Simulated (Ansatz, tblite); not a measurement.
# The cluster Li3H2: rung by rung

One table from this session's results is given with a row withheld; the runs are named, their logs left out.

Computed with Ansatz 0.2.0, Gaussian basis. Level: as each input shows.

Plan: GFN1-xTB, GFN2-xTB, PBE-D4/def2-TZVP, r2SCAN-D4/def2-TZVP, r2SCANh-D4/def2-TZVP, LC-ωPBE/def2-TZVP, ωB97X-V/def2-TZVP, CAM-B3LYP-D4/def2-TZVP, BLYP-D4/def2-TZVP, PBE-D4/def2-SVP, PBE0-D4/def2-SVP, HF/STO-3G, PBE0-D4/def2-TZVPD, PBE-D4/def2-TZVPD, r2SCAN-D4/def2-TZVPD, CCSD(T)/def2-TZVPP, MP2/def2-TZVP, RPA/def2-TZVP, CCSD(T)/def2-TZVPD.

## The structure

The doublet was relaxed beforehand with PBE-D4/def2-TZVP. At that level it is the lowest of the isomers that a small search found.

5 atoms, charge 0, spin multiplicity 2.

Bond lengths: Li1–Li2 3.030 Å, Li1–Li3 2.821 Å, Li1–H5 1.708 Å, Li2–Li3 2.822 Å, Li2–H4 1.707 Å, Li3–H4 1.704 Å, Li3–H5 1.704 Å. Angles: Li2–Li1–Li3 57.5°, Li2–Li1–H5 91.7°, Li3–Li1–H5 34.2°, Li1–Li2–Li3 57.5°, Li1–Li2–H4 91.7°, Li3–Li2–H4 34.2°, Li1–Li3–Li2 65.0°, Li1–Li3–H4 99.2°, Li1–Li3–H5 34.3°, Li2–Li3–H4 34.2°, Li2–Li3–H5 99.2°, H4–Li3–H5 133.4°, Li2–H4–Li3 111.6°, Li1–H5–Li3 111.5°.

PBE0-D4/def2-TZVP was run before; its log isn't repeated, and its numbers join the tables.

The first run:

Tight binding, by tblite at 300 K electronic temperature and without a spin-polarisation term:

```python
tblite.interface.Calculator('GFN1-xTB', numbers, positions, charge=0, uhf=1).singlepoint()
```

Tight binding, by tblite at 300 K electronic temperature and without a spin-polarisation term:

```python
tblite.interface.Calculator('GFN2-xTB', numbers, positions, charge=0, uhf=1).singlepoint()
```

start.molden holds the orbitals of an earlier run on this state, given as this run's starting guess.

The input, in.yaml:

```yaml
crystal:
  periodic: [false, false, false]
  atoms:
    - {symbol: Li, position_ang: [1.506148, -1.167900, -0.065325]}
    - {symbol: Li, position_ang: [-1.288933, -0.781237, -1.169475]}
    - {symbol: Li, position_ang: [-0.117201, 1.024032, 0.655638]}
    - {symbol: H, position_ang: [-1.496212, 0.659214, -0.276733]}
    - {symbol: H, position_ang: [1.396187, 0.265892, 0.855895]}
basis:
  gaussian: {orbitals: def2-TZVP, initial_orbitals: start.molden}
magnetization: {spin_polarized: true, initial_magnetization: 1}
hamiltonian: {xc: pbe, dispersion: d4}
scf: {omitted_lower_state_checks: [starts]}
output: {orbitals: {seedname: orbitals}}
```

Started as:

```sh
$ ansatz run in.yaml --threads 4 --pin off --events-out ev --progress --plain --max-ram 3916MiB
```

Steps of the session up to this table: PBE-D4/def2-TZVP; r2SCAN-D4/def2-TZVP; r2SCANh-D4/def2-TZVP; LC-ωPBE/def2-TZVP; ωB97X-V/def2-TZVP; CAM-B3LYP-D4/def2-TZVP; BLYP-D4/def2-TZVP; PBE-D4/def2-SVP; PBE0-D4/def2-SVP; HF/STO-3G; PBE0-D4/def2-TZVPD; PBE-D4/def2-TZVPD; r2SCAN-D4/def2-TZVPD; CCSD(T)/def2-TZVPP; MP2/def2-TZVP; RPA/def2-TZVP; CCSD(T)/def2-TZVPD.

One of the session's tables, all rows but one given; the rest of the session is left out.

| level | HOMO (eV) | gap (eV) |
| --- | --- | --- |
| HF/STO-3G | -4.62 | 7.41 |
| PBE-D4/def2-SVP | -2.79 | 1.46 |
| PBE-D4/def2-TZVP | -2.90 | 1.47 |
| PBE-D4/def2-TZVPD | -2.87 | 1.46 |
| BLYP-D4/def2-TZVP | -2.71 | 1.25 |
| r2SCAN-D4/def2-TZVP | ? | ? |
| r2SCAN-D4/def2-TZVPD | -2.93 | 1.67 |
| r2SCANh-D4/def2-TZVP | -3.21 | 2.08 |
| PBE0-D4/def2-SVP | -3.43 | 2.68 |
| PBE0-D4/def2-TZVP | -3.55 | 2.72 |
| PBE0-D4/def2-TZVPD | -3.51 | 2.68 |
| CAM-B3LYP-D4/def2-TZVP | -4.42 | 3.83 |
| LC-ωPBE/def2-TZVP | -5.47 | 5.92 |
| ωB97X-V/def2-TZVP | -5.16 | 5.94 |

Q: Estimate the row for r2SCAN-D4/def2-TZVP from the others.

The run gave: HOMO (eV): -2.97; gap (eV): 1.76. In the column «HOMO (eV)» it lies between r2SCANh-D4/def2-TZVP (-3.21) and r2SCAN-D4/def2-TZVPD (-2.93).
